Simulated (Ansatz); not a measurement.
A made-up structure of CH₃SSi, doublet:

```xyz
6
angstrom
Si -1.2010 0.9516 -0.6016
C 0.2022 -0.4468 -0.0571
S 1.5182 -0.1678 1.2784
H -1.9564 -0.0191 -1.7396
H 0.3166 -1.5591 -0.5430
H 1.1205 1.2413 1.6629
```

It is relaxed with PBE-D4/def2-SVP and then PBE0-D4/def2-TZVP (Ansatz 0.2.0). Atoms count as bonded within 1.22 times the sum of their covalent radii (H–H: 0.88 Å). The end point is not checked to be a true minimum.

Q: Does its bonding change? (A judgement: the text doesn't fix the answer.)

A: The calculation gives: No: no bond forms or breaks.

Where it ends: The first stage lowers the energy by 1.04 eV in 13 steps. It ends as CH₃SSi ([SiH][CH][SH]):
```tsv
atom	x (Å)	y (Å)	z (Å)
Si1	-0.9837	0.9012	-0.6357
C2	0.1935	-0.3914	-0.0653
S3	1.3311	-0.1638	1.1685
H4	-1.8238	-0.0626	-1.4668
H5	0.3100	-1.3759	-0.5157
H6	0.9728	1.0925	1.5150
```

Labels in which every atom is bracketed show which atoms are joined, not bond orders.

For scale, one of the runs: PBE0-D4/def2-TZVP relaxation, 123 basis functions, launched by `ansatz run in.yaml --threads 2 --pin off --events-out ev --progress --plain --max-ram 4352MiB`. Hardware: 2 CPU threads of an Intel Xeon Platinum 8488C, shared host. Wall time about 30 s.
